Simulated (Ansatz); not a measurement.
Input file:

```yaml
crystal:
  periodic: [false, false, false]
  atoms:
    - {symbol: B, position_ang: [0.000003, -0.225787, 1.245205]}
    - {symbol: Ga, position_ang: [-0.000047, -0.052629, -0.755042]}
    - {symbol: S, position_ang: [-0.000012, -0.077517, -2.768972]}
    - {symbol: H, position_ang: [0.000056, 0.355934, 2.278809]}
basis:
  gaussian: {orbitals: cc-pVDZ}
total_charge: 1
correlation: {method: fic_mrcisd_q, electrons: outside_noble_gas, active_space: {window: {electrons: 8, orbitals: 8}}}
```

```sh
$ ansatz run in.yaml --threads 1 --pin off --events-out ev --progress --plain --max-ram 2393MiB
```

Task: Roughly how long does this take on 1 thread of Arm Neoverse N1, shared host, and how much host memory?

Result: 37 s wall and 0.32 GiB.

```
693 factors; integrals over basis functions are off by at most 7.0e-4 eV
mean field evaluation 1: about -63821.6394 eV, gradient 3.8e1 eV
mean field evaluation 2: about -63821.6643 eV, gradient 3.7e1 eV
mean field evaluation 4: about -63827.8152 eV, gradient 8.7e0 eV
mean field evaluation 8: about -63828.2320 eV, gradient 7.5e-1 eV
mean field evaluation 16: about -63828.2388 eV, gradient 2.0e-5 eV
mean field -63828.23879603 eV, -2345.6445114200 hartree, gradient 2.7e-6 eV, S^2 0.000000; 0 other end points of the search recorded, 0 dependent functions left out; unrestricted orbitals would lower it
reference -63828.23879603 eV, -2345.6445114200 hartree; 26, 26 occupied and 38, 38 virtual orbitals, 693 factors
state -63830.71623403 eV, -2345.7355555871 hartree
contracted CI cycle   1: correlation 0.00000000 eV, 0.0000000000 hartree, residual 1.69e1 eV
contracted CI cycle   2: correlation -4.75981496 eV, -0.1749199736 hartree, residual 3.31e0 eV
contracted CI cycle   3: correlation -4.95942367 eV, -0.1822554583 hartree, residual 8.65e-1 eV
contracted CI cycle   4: correlation -4.97397549 eV, -0.1827902277 hartree, residual 2.97e-1 eV
contracted CI cycle   5: correlation -4.97572259 eV, -0.1828544324 hartree, residual 1.13e-1 eV
contracted CI cycle   6: correlation -4.97598203 eV, -0.1828639668 hartree, residual 4.25e-2 eV
contracted CI cycle   7: correlation -4.97601737 eV, -0.1828652656 hartree, residual 1.59e-2 eV
contracted CI cycle   8: correlation -4.97602199 eV, -0.1828654353 hartree, residual 5.74e-3 eV
contracted CI cycle   9: correlation -4.97602260 eV, -0.1828654577 hartree, residual 1.89e-3 eV
contracted CI cycle  10: correlation -4.97602267 eV, -0.1828654601 hartree, residual 5.99e-4 eV
state -63830.71623403 eV, -2345.7355555871 hartree; corrected -63836.19353178 eV, -2345.9368425670 hartree
state -63830.68036192 eV, -2345.7342373114 hartree
contracted CI cycle   1: correlation 0.00000000 eV, 0.0000000000 hartree, residual 1.65e1 eV
contracted CI cycle   2: correlation -4.68307768 eV, -0.1720999305 hartree, residual 3.54e0 eV
contracted CI cycle   3: correlation -4.92557573 eV, -0.1810115695 hartree, residual 1.06e0 eV
contracted CI cycle   4: correlation -4.94900648 eV, -0.1818726337 hartree, residual 4.08e-1 eV
contracted CI cycle   5: correlation -4.95256074 eV, -0.1820032502 hartree, residual 1.63e-1 eV
contracted CI cycle   6: correlation -4.95316358 eV, -0.1820254043 hartree, residual 6.57e-2 eV
contracted CI cycle   7: correlation -4.95325193 eV, -0.1820286511 hartree, residual 2.41e-2 eV
contracted CI cycle   8: correlation -4.95326295 eV, -0.1820290560 hartree, residual 9.09e-3 eV
contracted CI cycle   9: correlation -4.95326444 eV, -0.1820291107 hartree, residual 3.51e-3 eV
contracted CI cycle  10: correlation -4.95326468 eV, -0.1820291196 hartree, residual 1.37e-3 eV
state -63830.68036192 eV, -2345.7342373114 hartree; corrected -63836.17213420 eV, -2345.9360562204 hartree
state -63830.71623403 eV, -2345.7355555871 hartree; corrected -63836.19353178 eV, -2345.9368425670 hartree
the orbitals are reached from a further start. From the first start the search ends at -63830.68016050 eV, -2345.7342299095 hartree
Total energy: -63836.19353178 eV, -2345.9368425670 hartree
```
